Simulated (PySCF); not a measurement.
Isomers of C2H6Si. Computed with PBE0-D3(BJ)/def2-SVP geometry optimisation, gas phase (PySCF). One conformer each; no zero-point energy, no entropy. No frequencies were run at this level. Point groups hold within 0.08 Å.

Task: Rank from lowest to highest electronic energy at this level (kcal/mol).
A. vinylsilane, `C=C[SiH3]`
B. `[SiH2]1CC1`

Result: A (0.0), B (3.9).

As drawn, the lower has a C=C bond outside aromatic rings, which the higher lacks; the higher has a three-membered ring, which the lower lacks.

| SMILES | E (Eh) | E rel (kcal/mol) | dipole (D) | point group | A, B, C (MHz) |
| --- | --- | --- | --- | --- | --- |
| C=C[SiH3] | -368.90791 | 0.0 | 0.74 | near Cs | 34071, 5212, 4771 |
| C1C[SiH2]1 | -368.90165 | 3.9 | 0.07 | C2v | 18653, 9169, 7304 |

Task: How do the relative energies change in single points at WP04/pcSseg-2 (no added dispersion term) on the same geometries?

Result: 
```tsv
SMILES	PBE0-D3(BJ)/def2-SVP (kcal/mol)	WP04/pcSseg-2 (kcal/mol)	shift
C=C[SiH3]	0.0	0.0	0.0
C1C[SiH2]1	3.9	10.2	+6.3
```

Each column counts from its own lowest isomer. The order is unchanged; the largest shift is 6.3 kcal/mol.

Task: As an exercise, what shares would exp(−E/RT) give at 1000 K from these electronic energies alone (no entropy, no degeneracies)?

Result: RT = 1.987 kcal/mol: C=C[SiH3] 87.8 %, C1C[SiH2]1 12.2 %.
